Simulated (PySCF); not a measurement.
Species: C3HOP.
Numbering: `[CH:1]#[C:2][P:3]=[C:4]=[O:5]` (hydrogens: H6 on C1)

Linear response at wB97X-D/def2-SVPD (PySCF, frozen core in the response, non-relativistic). Geometry: PBE0-D3(BJ)/def2-SVP; no solvent, vibrations or thermal averaging.

Static isotropic polarisability: 63.23 au (9.37 Å³), principal values 41.2, 60.2, 88.3 au.

Task: What is the polarisability at 1064 nm and at the sodium D line?

Result: 64.16 au at 1064 nm (+1.5 %), 66.48 au at 589.3 nm (+5.1 %). The rise at 589.3 nm is 3.51 times that at 1064 nm; a pure ω² law gives 3.26. The lowest singlet lies at 441 nm, shorter than both wavelengths.

Task: What is the isotropic C6 coefficient between two such molecules, C6 = (3/π)∫α(iω)² dω?

Result: 1307 au (Eh·bohr⁶) by a ten-point quadrature over imaginary frequencies, which is 781 eV·Å⁶ or 75.3 J·nm⁶/mol.

Task: Which effective excitation energy ω̄ makes London's formula C6 = (3/4)α²ω̄ exact here?

Result: ω̄ = 4·C6/(3α²) = 0.436 Eh = 11.9 eV. A one-pole form α(ω) = α/(1 − ω²/ω̄²) fitted to the 1064 nm value gives 9.7 eV. London's choice of the ionisation energy (8.85 eV, ΔSCF at the same level) gives C6 = 975 au, 25 % too low.

Task: The lowest 10 singlets have (eV, f): 2.81, 0.001; 4.84, 0.001; 4.95, 0.115; 5.39, 0.003; 5.97, 0.000; 6.13, 0.008; 6.27, 0.004; 6.40, 0.012; 7.09, 0.003; 7.24, 0.033. What share of the static polarisability do they carry in the sum over states α = Σ f/ω²?

Result: 4.59 au, 7.3 % of α; the largest term, 3.46 au, is that of the state at 4.95 eV. Their oscillator strengths add up to 0.18. Higher states carry the rest.

Task: What molar refraction at the D line follows from R = (4π/3)·N_A·α′, with α′ the polarisability volume?

Result: α′ = 9.85 Å³ gives R = 24.85 cm³/mol, for isolated, non-vibrating species.

Task: How many electrons N does the Slater–Kirkwood formula C6 = (3/4)·√N·α^(3/2) need to give this C6?

Result: N = (4·C6/3)²/α³ = 12.0; the species has 42 electrons in all.

Task: How anisotropic is the static polarisability, by Δα² = ½[(α1 − α2)² + (α2 − α3)² + (α3 − α1)²]?

Result: Δα = 41.1 au, or 0.65 of the isotropic value.

Task: What n − 1 at the D line would an ideal gas of it have at 273.15 K and 1 atm (2.6868 × 10¹⁹ cm⁻³), by n − 1 = 2π·N·α′?

Result: 16.63 × 10⁻⁴, a formal value whether or not that pressure can be reached.

wB97X-D is run here without its empirical dispersion term; that term would change no orbital, density or response property at a fixed geometry.
